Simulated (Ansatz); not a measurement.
A made-up structure of CH₅BSi, closed shell:

C1  (-0.742, 1.115, -0.570)
B2  (0.057, -0.076, -0.073)
Si3  (0.793, -1.406, 1.006)
H4  (-1.802, 1.010, -0.310)
H5  (0.460, -1.437, 2.386)
H6  (-0.384, 2.003, -0.030)
H7  (2.260, -1.196, 1.154)
H8  (0.467, -2.755, 0.465)
(Å)

It is relaxed with PBE-D4/def2-SVP and then PBE0-D4/def2-TZVP (Ansatz 0.2.0). Atoms count as bonded within 1.22 times the sum of their covalent radii (H–H: 0.88 Å). The end point is not checked to be a true minimum.

Q: Does its bonding change? (Judge from chemistry; the calculation decides.)

A: By the calculation: No: no bond forms or breaks.

Where it ends: The first stage lowers the energy by 1.12 eV in 8 steps. It ends as CH₅BSi ([CH2][B][SiH3]):
```
atom    x (Å)    y (Å)    z (Å)
  C1  -0.7855   1.1203  -0.2623
  B2  -0.1483   0.0341   0.3029
 Si3   0.8275  -1.4882   1.1000
  H4  -1.8625   1.1665  -0.4007
  H5   0.4185  -1.7336   2.5071
  H6  -0.2460   1.9998  -0.6047
  H7   2.2658  -1.1049   1.0701
  H8   0.6398  -2.7362   0.3160
```

Labels in which every atom is bracketed show which atoms are joined, not bond orders.

For scale, one of the runs: PBE0-D4/def2-TZVP relaxation, 129 basis functions, launched by `ansatz run in.yaml --threads 2 --pin off --events-out ev --progress --plain --max-ram 4352MiB`. The run took about 37 s on 2 CPU threads of an Intel Xeon Platinum 8223CL (shared host).
